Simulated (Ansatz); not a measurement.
# Molecular dynamics of AlH₃NS, charge -1

Input file:

```yaml
crystal:
  periodic: [false, false, false]
  atoms:
    - { symbol: "N", position_ang: [-0.657166, 0.277895, -0.693717] }
    - { symbol: Al, position_ang: [0.542465, -0.200023, 0.588619] }
    - { symbol: S, position_ang: [1.440196, -2.082986, 0.813678] }
    - { symbol: H, position_ang: [-1.072505, 1.198164, -0.777745] }
    - { symbol: H, position_ang: [-0.996826, -0.338919, -1.421751] }
    - { symbol: H, position_ang: [0.743836, 1.145879, 1.490917] }
total_charge: -1
basis:
  gaussian: { orbitals: "6-31G*" }
hamiltonian:
  xc: r2scan
md:
  timestep: 0.5
  n_steps: 150
  ensemble: nvt_langevin
  temperature: 700.0
  initial_velocities: maxwell_boltzmann
  seed: 587740
  friction: 0.001
  masses: [{ species: H, mass: 10.0 }]
scf:
  lower_state_search: "off"
```

Run as:

```bash
$ ansatz run input.yaml --threads 1 --pin off --max-ram 2048MiB --backend cpu --events-out ev --progress --plain --runs-dir out
```

It starts from a relaxed structure.

Output, in part (one step line in 2, the closing report, with atoms numbered from 0):

```
md step     0: t =     0.00 fs  T =   583.3 K  F+E_penalty+E_count = -18971.18408336 eV  E_kin = 0.452410 eV  (15 SCF iters)
md step     2: t =     1.00 fs  T =   586.1 K  F+E_penalty+E_count = -18971.18133645 eV  E_kin = 0.454562 eV  (21 SCF iters)
md step     4: t =     2.00 fs  T =   571.7 K  F+E_penalty+E_count = -18971.17342318 eV  E_kin = 0.443369 eV  (21 SCF iters)
md step     6: t =     3.00 fs  T =   562.0 K  F+E_penalty+E_count = -18971.16154111 eV  E_kin = 0.435829 eV  (21 SCF iters)
md step     8: t =     4.00 fs  T =   518.9 K  F+E_penalty+E_count = -18971.14759983 eV  E_kin = 0.402418 eV  (21 SCF iters)
md step    10: t =     5.00 fs  T =   496.7 K  F+E_penalty+E_count = -18971.13373026 eV  E_kin = 0.385221 eV  (21 SCF iters)
md step    12: t =     6.00 fs  T =   456.8 K  F+E_penalty+E_count = -18971.12155448 eV  E_kin = 0.354267 eV  (21 SCF iters)
md step    14: t =     7.00 fs  T =   452.2 K  F+E_penalty+E_count = -18971.11142123 eV  E_kin = 0.350745 eV  (21 SCF iters)
md step    16: t =     8.00 fs  T =   423.9 K  F+E_penalty+E_count = -18971.10334468 eV  E_kin = 0.328767 eV  (21 SCF iters)
md step    18: t =     9.00 fs  T =   401.9 K  F+E_penalty+E_count = -18971.09565034 eV  E_kin = 0.311721 eV  (21 SCF iters)
md step    20: t =    10.00 fs  T =   374.4 K  F+E_penalty+E_count = -18971.08735213 eV  E_kin = 0.290395 eV  (21 SCF iters)
md step    22: t =    11.00 fs  T =   352.5 K  F+E_penalty+E_count = -18971.07703025 eV  E_kin = 0.273390 eV  (21 SCF iters)
md step    24: t =    12.00 fs  T =   339.8 K  F+E_penalty+E_count = -18971.06452774 eV  E_kin = 0.263560 eV  (21 SCF iters)
md step    26: t =    13.00 fs  T =   324.0 K  F+E_penalty+E_count = -18971.04959968 eV  E_kin = 0.251276 eV  (21 SCF iters)
md step    28: t =    14.00 fs  T =   299.3 K  F+E_penalty+E_count = -18971.03354840 eV  E_kin = 0.232145 eV  (13 SCF iters)
md step    30: t =    15.00 fs  T =   266.2 K  F+E_penalty+E_count = -18971.01738488 eV  E_kin = 0.206436 eV  (13 SCF iters)
md step    32: t =    16.00 fs  T =   248.9 K  F+E_penalty+E_count = -18971.00292874 eV  E_kin = 0.193028 eV  (13 SCF iters)
md step    34: t =    17.00 fs  T =   242.8 K  F+E_penalty+E_count = -18970.99131179 eV  E_kin = 0.188269 eV  (13 SCF iters)
md step    36: t =    18.00 fs  T =   226.1 K  F+E_penalty+E_count = -18970.98433094 eV  E_kin = 0.175390 eV  (14 SCF iters)
md step    38: t =    19.00 fs  T =   234.8 K  F+E_penalty+E_count = -18970.98152259 eV  E_kin = 0.182097 eV  (14 SCF iters)
md step    40: t =    20.00 fs  T =   236.5 K  F+E_penalty+E_count = -18970.98213319 eV  E_kin = 0.183441 eV  (14 SCF iters)
md step    42: t =    21.00 fs  T =   237.6 K  F+E_penalty+E_count = -18970.98498208 eV  E_kin = 0.184303 eV  (14 SCF iters)
md step    44: t =    22.00 fs  T =   241.4 K  F+E_penalty+E_count = -18970.98841965 eV  E_kin = 0.187245 eV  (21 SCF iters)
md step    46: t =    23.00 fs  T =   242.7 K  F+E_penalty+E_count = -18970.99068461 eV  E_kin = 0.188222 eV  (21 SCF iters)
md step    48: t =    24.00 fs  T =   248.4 K  F+E_penalty+E_count = -18970.99070178 eV  E_kin = 0.192669 eV  (21 SCF iters)
md step    50: t =    25.00 fs  T =   237.1 K  F+E_penalty+E_count = -18970.98900419 eV  E_kin = 0.183892 eV  (21 SCF iters)
md step    52: t =    26.00 fs  T =   236.9 K  F+E_penalty+E_count = -18970.98708919 eV  E_kin = 0.183725 eV  (15 SCF iters)
md step    54: t =    27.00 fs  T =   220.7 K  F+E_penalty+E_count = -18970.98638530 eV  E_kin = 0.171166 eV  (14 SCF iters)
md step    56: t =    28.00 fs  T =   235.0 K  F+E_penalty+E_count = -18970.98850658 eV  E_kin = 0.182263 eV  (14 SCF iters)
md step    58: t =    29.00 fs  T =   241.7 K  F+E_penalty+E_count = -18970.99373740 eV  E_kin = 0.187489 eV  (14 SCF iters)
md step    60: t =    30.00 fs  T =   243.6 K  F+E_penalty+E_count = -18971.00127685 eV  E_kin = 0.188913 eV  (14 SCF iters)
md step    62: t =    31.00 fs  T =   261.1 K  F+E_penalty+E_count = -18971.01098683 eV  E_kin = 0.202486 eV  (14 SCF iters)
md step    64: t =    32.00 fs  T =   275.6 K  F+E_penalty+E_count = -18971.02105073 eV  E_kin = 0.213708 eV  (15 SCF iters)
md step    66: t =    33.00 fs  T =   286.5 K  F+E_penalty+E_count = -18971.03045964 eV  E_kin = 0.222162 eV  (21 SCF iters)
md step    68: t =    34.00 fs  T =   309.1 K  F+E_penalty+E_count = -18971.03743861 eV  E_kin = 0.239699 eV  (21 SCF iters)
md step    70: t =    35.00 fs  T =   319.2 K  F+E_penalty+E_count = -18971.04059304 eV  E_kin = 0.247532 eV  (21 SCF iters)
md step    72: t =    36.00 fs  T =   311.5 K  F+E_penalty+E_count = -18971.04065859 eV  E_kin = 0.241557 eV  (21 SCF iters)
md step    74: t =    37.00 fs  T =   312.5 K  F+E_penalty+E_count = -18971.03840480 eV  E_kin = 0.242401 eV  (21 SCF iters)
md step    76: t =    38.00 fs  T =   332.0 K  F+E_penalty+E_count = -18971.03513067 eV  E_kin = 0.257507 eV  (14 SCF iters)
md step    78: t =    39.00 fs  T =   327.3 K  F+E_penalty+E_count = -18971.03218247 eV  E_kin = 0.253832 eV  (14 SCF iters)
md step    80: t =    40.00 fs  T =   313.6 K  F+E_penalty+E_count = -18971.03072868 eV  E_kin = 0.243201 eV  (13 SCF iters)
md step    82: t =    41.00 fs  T =   298.0 K  F+E_penalty+E_count = -18971.03127489 eV  E_kin = 0.231137 eV  (13 SCF iters)
md step    84: t =    42.00 fs  T =   304.2 K  F+E_penalty+E_count = -18971.03316605 eV  E_kin = 0.235951 eV  (21 SCF iters)
md step    86: t =    43.00 fs  T =   305.7 K  F+E_penalty+E_count = -18971.03612387 eV  E_kin = 0.237069 eV  (21 SCF iters)
md step    88: t =    44.00 fs  T =   313.5 K  F+E_penalty+E_count = -18971.03946378 eV  E_kin = 0.243109 eV  (21 SCF iters)
md step    90: t =    45.00 fs  T =   322.1 K  F+E_penalty+E_count = -18971.04177255 eV  E_kin = 0.249845 eV  (21 SCF iters)
md step    92: t =    46.00 fs  T =   353.6 K  F+E_penalty+E_count = -18971.04235022 eV  E_kin = 0.274206 eV  (21 SCF iters)
md step    94: t =    47.00 fs  T =   350.1 K  F+E_penalty+E_count = -18971.04191224 eV  E_kin = 0.271494 eV  (21 SCF iters)
md step    96: t =    48.00 fs  T =   363.9 K  F+E_penalty+E_count = -18971.04107901 eV  E_kin = 0.282233 eV  (21 SCF iters)
md step    98: t =    49.00 fs  T =   364.3 K  F+E_penalty+E_count = -18971.04027058 eV  E_kin = 0.282518 eV  (21 SCF iters)
md step   100: t =    50.00 fs  T =   365.9 K  F+E_penalty+E_count = -18971.04000112 eV  E_kin = 0.283741 eV  (21 SCF iters)
md step   102: t =    51.00 fs  T =   364.7 K  F+E_penalty+E_count = -18971.04069281 eV  E_kin = 0.282830 eV  (21 SCF iters)
md step   104: t =    52.00 fs  T =   370.4 K  F+E_penalty+E_count = -18971.04234450 eV  E_kin = 0.287278 eV  (21 SCF iters)
md step   106: t =    53.00 fs  T =   383.5 K  F+E_penalty+E_count = -18971.04679752 eV  E_kin = 0.297453 eV  (21 SCF iters)
md step   108: t =    54.00 fs  T =   391.4 K  F+E_penalty+E_count = -18971.05270853 eV  E_kin = 0.303546 eV  (21 SCF iters)
md step   110: t =    55.00 fs  T =   398.0 K  F+E_penalty+E_count = -18971.05869937 eV  E_kin = 0.308692 eV  (21 SCF iters)
md step   112: t =    56.00 fs  T =   407.7 K  F+E_penalty+E_count = -18971.06460210 eV  E_kin = 0.316188 eV  (21 SCF iters)
md step   114: t =    57.00 fs  T =   421.9 K  F+E_penalty+E_count = -18971.06848392 eV  E_kin = 0.327234 eV  (21 SCF iters)
md step   116: t =    58.00 fs  T =   418.7 K  F+E_penalty+E_count = -18971.07064110 eV  E_kin = 0.324714 eV  (21 SCF iters)
md step   118: t =    59.00 fs  T =   416.9 K  F+E_penalty+E_count = -18971.07211756 eV  E_kin = 0.323365 eV  (21 SCF iters)
md step   120: t =    60.00 fs  T =   417.4 K  F+E_penalty+E_count = -18971.07181925 eV  E_kin = 0.323742 eV  (21 SCF iters)
md step   122: t =    61.00 fs  T =   425.4 K  F+E_penalty+E_count = -18971.07077841 eV  E_kin = 0.329944 eV  (21 SCF iters)
md step   124: t =    62.00 fs  T =   436.8 K  F+E_penalty+E_count = -18971.06873996 eV  E_kin = 0.338748 eV  (21 SCF iters)
md step   126: t =    63.00 fs  T =   445.9 K  F+E_penalty+E_count = -18971.06491325 eV  E_kin = 0.345858 eV  (21 SCF iters)
md step   128: t =    64.00 fs  T =   447.2 K  F+E_penalty+E_count = -18971.05907059 eV  E_kin = 0.346792 eV  (21 SCF iters)
md step   130: t =    65.00 fs  T =   450.9 K  F+E_penalty+E_count = -18971.05184586 eV  E_kin = 0.349683 eV  (21 SCF iters)
md step   132: t =    66.00 fs  T =   441.2 K  F+E_penalty+E_count = -18971.04480644 eV  E_kin = 0.342156 eV  (21 SCF iters)
md step   134: t =    67.00 fs  T =   449.2 K  F+E_penalty+E_count = -18971.03852004 eV  E_kin = 0.348344 eV  (21 SCF iters)
md step   136: t =    68.00 fs  T =   420.6 K  F+E_penalty+E_count = -18971.03290129 eV  E_kin = 0.326236 eV  (21 SCF iters)
md step   138: t =    69.00 fs  T =   415.9 K  F+E_penalty+E_count = -18971.02970065 eV  E_kin = 0.322519 eV  (21 SCF iters)
md step   140: t =    70.00 fs  T =   422.9 K  F+E_penalty+E_count = -18971.02874938 eV  E_kin = 0.327947 eV  (21 SCF iters)
md step   142: t =    71.00 fs  T =   432.6 K  F+E_penalty+E_count = -18971.02761241 eV  E_kin = 0.335479 eV  (21 SCF iters)
md step   144: t =    72.00 fs  T =   433.7 K  F+E_penalty+E_count = -18971.02492594 eV  E_kin = 0.336345 eV  (21 SCF iters)
md step   146: t =    73.00 fs  T =   413.2 K  F+E_penalty+E_count = -18971.02089151 eV  E_kin = 0.320459 eV  (21 SCF iters)
md step   148: t =    74.00 fs  T =   404.3 K  F+E_penalty+E_count = -18971.01520937 eV  E_kin = 0.313592 eV  (21 SCF iters)
md step   150: t =    75.00 fs  T =   402.4 K  F+E_penalty+E_count = -18971.00709371 eV  E_kin = 0.312105 eV  (21 SCF iters)
Total energy: -18971.00710542 eV, -697.1716521139 hartree
Atom 0 at    -0.681552     0.292050    -0.665600 Å, force     0.718690    -1.123077     0.159683 eV/Å
Atom 1 at     0.609016    -0.297479     0.462173 Å, force     1.142278     0.268373     0.539413 eV/Å
Atom 2 at     1.291681    -2.243040     1.102025 Å, force    -0.517720     0.914092    -0.412796 eV/Å
Atom 3 at    -1.075953     1.202672    -0.617633 Å, force    -0.409729     0.725470    -0.072325 eV/Å
Atom 4 at    -1.266396    -0.388553    -1.110393 Å, force    -0.694034    -0.091424    -0.320011 eV/Å
Atom 5 at     1.339389     1.220259     0.798219 Å, force    -0.239485    -0.693433     0.106035 eV/Å
Dipole moment:    -0.758741     0.497932    -0.463673 e Å
```

All steps were run. The mean temperature of the second half is 45 % below the set value. A run of 0.075 ps of so small a system gives no equilibrium averages. Limits of this set-up: an anion without diffuse functions, the dipole of an ion depends on the origin.

The same pairs are bonded in the first frame and the last. Pairs count as bonded within 1.25 times the sum of covalent radii (0.12 Å more for H–H).

Last frame:

```xyz
6
Properties=species:S:1:pos:R:3
N -0.682 0.292 -0.666
Al 0.609 -0.297 0.462
S 1.292 -2.243 1.102
H -1.076 1.203 -0.618
H -1.266 -0.389 -1.110
H 1.339 1.220 0.798
```

Run time: 4.3 min on 1 thread of Arm Neoverse V1, with other jobs on the host, peak memory 0.27 GiB.
